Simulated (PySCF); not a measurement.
C3H5F2O (doublet state).
Z-matrix (Å and degrees, GFN2-xTB geometry), rows numbered from 1:
```
C 
C   1  1.5238
O   2  1.4227  1  112.02
C   3  1.3398  2  116.68  1    67.22
F   4  1.3556  3  116.38  2    46.73
F   4  1.3365  3  112.19  2   173.38
H   1  1.0858  2  109.46  3   176.06
H   1  1.0868  2  110.17  3    56.06
H   1  1.0876  2  110.19  3   -64.07
H   2  1.0915  1  110.94  3  -115.82
H   2  1.0960  1  110.47  3   122.61
```

The hyperfine couplings belong to this conformer and change with its torsions.

The species is `C(C)O[C](F)F` [radical].

Computed with UKS B3LYP, pcH-1 on C F H O, non-relativistic, mean-field spin-orbit, GIAO in PySCF. Geometry: GFN2-xTB, one conformer, isolated molecule. A GFN2-xTB geometry isn't a minimum of the functional, and hyperfine couplings can be far from their values at a DFT geometry. Stability of the SCF solution: not tested.

Q: What is the g tensor, term by term?

A: 
```tsv
Δg (ppm)	1	2	3
relativistic mass correction	-279	-279	-279
gauge correction	22	86	91
orbital Zeeman/spin–orbit	-216	1935	2263
total	-473	1742	2076
```

So g = 2.00185, 2.00406, 2.00439 and g_iso = 2.00343; the tensor is close to axial: the two nearest values differ by 13 % of g3 − g1. 

Q: At 94.303 GHz, how far is the centre of the isotropic spectrum from where a free electron (g = 2.002319) resonates?

A: B = hν/(g μB) with μB/h = 13.99624 MHz/mT gives 3364.97 mT for the free electron and 3363.09 mT at g_iso, 1.87 mT lower.

Q: What effective moment and Curie constant follow for a powder?

A: With the mean of g² = 4.0138 and S(S+1) = 0.75: μ_eff = √(⟨g²⟩S(S+1)) = 1.735 μB and χT = 0.12505·⟨g²⟩·S(S+1) = 0.376 cm³ K/mol (cgs; spin-Hamiltonian part alone).

Q: How much does each term add to the isotropic shift?

A: The orbital-Zeeman/spin–orbit term 1327, the mass correction -279 and the gauge correction 66 ppm, for a total of 1115 ppm. The orbital-Zeeman/spin–orbit term is the largest in size. The mass correction is the same along every axis, so the anisotropy comes from the other two: their spans along these axes are 69 (gauge) and 2479 ppm (orbital Zeeman/spin–orbit).

Q: In a frozen sample, at which fields do the three g values resonate at 9.5, 34, 94 and 263 GHz (hyperfine left aside), and which band first spreads them over more than twice a line width of 1.0 mT?

A: 
| band | GHz | B(g3) mT | B(g2) mT | B(g1) mT | spread mT |
| --- | --- | --- | --- | --- | --- |
| X | 9.5 | 338.63 | 338.69 | 339.06 | 0.43 |
| Q | 34.0 | 1211.95 | 1212.15 | 1213.49 | 1.54 |
| W | 94.0 | 3350.68 | 3351.24 | 3354.95 | 4.27 |
| J | 263.0 | 9374.78 | 9376.34 | 9386.71 | 11.93 |

The spread grows in proportion to the frequency. W band is the first where it exceeds 2.0 mT.

Largest spin populations (Mulliken): C4 (+0.79) and O3 (+0.10). No atom but C4 exceeds +0.15. The angles at C4 add up to 337.7°, so it is pyramidal.

The HOMO–LUMO gaps are 7.17 eV among the α and 7.43 eV among the β orbitals.
